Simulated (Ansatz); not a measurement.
# BH3N: the cost of one run

Program: Ansatz 0.2.0, Gaussian basis. Level of theory: def2-QZVPP, core rule «outside noble gas», up to 2 orbitals frozen. These are calculated values, not measurements.

Plan: UHF; ROHF; CCSD(T) on UHF.

2 further runs of the same task are left out: 2 set aside as unsound or not needed.

## 1. What is computed

The geometry is a PBE0/def2-TZVP stationary point (not a proven minimum) of the parent state, kept for this charge and spin.

5 atoms, charge 1, spin multiplicity 3.

Atoms are counted from 1 here; the program's logs count them from 0.

Bond lengths: B1–N2 1.374 Å, B1–H3 1.195 Å, N2–H4 1.011 Å, N2–H5 1.007 Å. Angles: N2–B1–H3 125.1°, B1–N2–H4 123.7°, B1–N2–H5 123.2°, H4–N2–H5 113.1°.

## 2. UHF

Input file in.yaml:

```yaml
crystal:
  periodic: [false, false, false]
  atoms:
    - {symbol: B, position_ang: [0.000000, -0.179775, 0.786527]}
    - {symbol: N, position_ang: [0.000000, 0.067403, -0.564987]}
    - {symbol: H, position_ang: [0.000000, 0.657847, 1.639246]}
    - {symbol: H, position_ang: [0.000000, 0.995722, -0.965199]}
    - {symbol: H, position_ang: [0.000000, -0.661987, -1.258945]}
basis:
  gaussian: {orbitals: "def2-QZVPP.json"}
total_charge: 1
magnetization: {spin_polarized: true, initial_magnetization: 2}
hamiltonian: {xc: hf}
output: {orbitals: {seedname: orbitals}}
```

Run with:

```sh
> ansatz run in.yaml --threads 1 --pin off --events-out ev --progress --plain --max-ram 2393MiB
```

Q: Estimate wall time and peak memory on 1 thread of Arm Neoverse V1, shared host.

About 8 s, with a peak of 0.33 GiB.
